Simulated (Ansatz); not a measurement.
Input file:

```yaml
crystal:
  periodic: [false, false, false]
  atoms:
    - {symbol: C, position_ang: [0.000000, -1.073410, 0.865441]}
    - {symbol: S, position_ang: [0.000000, 0.371013, 1.620380]}
    - {symbol: Ga, position_ang: [0.000000, 0.042988, -0.915506]}
    - {symbol: H, position_ang: [0.000000, -1.985620, 1.468138]}
basis:
  gaussian: {orbitals: STO-3G}
magnetization: {spin_polarized: false, initial_magnetization: 2}
hamiltonian: {xc: {name: B3LYP}}
correlation: {method: sc_nevpt2, electrons: valence}
accuracy: high
scf: {lower_state_search: light}
```

```sh
$ ansatz run in.yaml --threads 1 --pin off --events-out ev --progress --plain --max-ram 2393MiB
```

Problem. How does this run end?

Solution. Refused. The input was made wrong on purpose (method needs an active space), so the run isn't a sound calculation of what was asked.
```
Error: this correlation method needs an active space: name one as the reference
```
